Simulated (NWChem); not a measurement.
**A calculation on methanol (CH4O)**

SMILES: CO
```xyz
6

C      0.6112    -0.2343     0.0000
O     -0.6665     0.3635     0.0000
H      0.8129    -0.8644     0.9017
H      1.3620     0.5821     0.0000
H      0.8129    -0.8644    -0.9017
H     -1.3230    -0.3553     0.0000
```
Charge 0, spin multiplicity 1.

All runs are NWChem calculations. All single points use one geometry, from PBE/def2-SVP, a minimum by its harmonic frequencies.

No SCF solution was tested for a lower state. Open-shell Hartree-Fock references start from PBE0 orbitals.

Worked example. At MP2/def2-TZVP the molecule has a total energy of -115.50637 Ha and the free atoms (multiplicities C 3, O 3, H 2) O -74.95729, H -0.49981, C -37.75859 Ha. The electronic atomisation energy is the atoms' sum less the molecule's energy.

1·(-37.75859) + 1·(-74.95729) + 4·(-0.49981) = -114.71512 Ha for the atoms; less the molecule's energy this leaves 0.79125 Ha, or 496.5 kcal/mol (2077 kJ/mol), without zero-point, thermal or spin-orbit terms. For one electron MP2 and coupled cluster equal Hartree-Fock, which gives the hydrogen atom's value.
